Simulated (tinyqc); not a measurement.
Inside a calculation. Method: CCD on RHF in the sto-3g basis, for HF, spin multiplicity 1. One step of it, computed by the program tinyqc.

Task: CCD: starting amplitudes. t_ij^ab = <ij||ab> / (e_i + e_j - e_a - e_b), whose energy is MP2.

orbital energies (hartree): MO1 -25.922950, MO2 -1.419225, MO3 -0.501365, MO4 -0.462705, MO5 -0.462705, MO6 0.397352

Two-electron integrals over orbitals (pq|rs), unique and non-zero (hartree):
```
(11|11) 5.364183    (21|11) -0.519495   (21|21) 0.079333    (22|11) 1.228102
(22|21) -0.022351   (22|22) 0.868945    (31|11) 0.110339    (31|21) -0.016175
(31|22) 0.007486    (31|31) 0.018122    (32|11) -0.125923   (32|21) 0.005631
(32|22) -0.043661   (32|31) 0.020611    (32|32) 0.139783    (33|11) 0.905445
(33|21) -0.008811   (33|22) 0.703635    (33|31) -0.002553   (33|32) -0.018994
(33|33) 0.690345    (41|41) 0.029545    (42|41) 0.039963    (42|42) 0.188163
(43|41) -0.007732   (43|42) -0.030573   (43|43) 0.037132    (44|11) 1.264023
(44|21) -0.014992   (44|22) 0.892370    (44|31) 0.003246    (44|32) -0.069201
(44|33) 0.691057    (44|44) 0.997514    (51|51) 0.029545    (52|51) 0.039963
(52|52) 0.188163    (53|51) -0.007732   (53|52) -0.030573   (53|53) 0.037132
(54|54) 0.053770    (55|11) 1.264023    (55|21) -0.014992   (55|22) 0.892370
(55|31) 0.003246    (55|32) -0.069201   (55|33) 0.691057    (55|44) 0.889973
(55|55) 0.997514    (61|11) 0.116247    (61|21) -0.018631   (61|22) 0.002498
(61|31) -0.011776   (61|32) -0.023611   (61|33) 0.006643    (61|44) 0.003351
(61|55) 0.003351    (61|61) 0.020753    (62|11) -0.169211   (62|21) 0.004345
(62|22) -0.093263   (62|31) -0.019969   (62|32) -0.072264   (62|33) -0.023753
(62|44) -0.091891   (62|55) -0.091891   (62|61) 0.018510    (62|62) 0.091874
(63|11) -0.410877   (63|21) 0.006928    (63|22) -0.225369   (63|31) 0.001565
(63|32) 0.084377    (63|33) -0.098090   (63|44) -0.237795   (63|55) -0.237795
(63|61) -0.005137   (63|62) 0.040399    (63|63) 0.222637    (64|41) -0.007588
(64|42) -0.030868   (64|43) -0.021221   (64|64) 0.029471    (65|51) -0.007588
(65|52) -0.030868   (65|53) -0.021221   (65|65) 0.029471    (66|11) 0.847991
(66|21) -0.009026   (66|22) 0.646487    (66|31) 0.011111    (66|32) 0.050083
(66|33) 0.653810    (66|44) 0.629184    (66|55) 0.629184    (66|61) -0.007734
(66|62) -0.056330   (66|63) -0.024075   (66|66) 0.682884
```

Give: Starting amplitudes; correlation energy.

Result:

Starting amplitudes (spin orbitals 1a, 1b, ...; amplitudes related by a flip of all spins are not repeated):
```
from      to          t
3a 3b  6a 6b     -0.124
2a 2b  6a 6b     -0.025
5a 5b  6a 6b     -0.017
4a 4b  6a 6b     -0.017
2a 3b  6a 6b     -0.015
1a 2b  6a 6b  -6.58e-04
1a 1b  6a 6b  -3.94e-04
1a 3b  6a 6b   1.89e-04
```

correlation energy = -0.03215 hartree
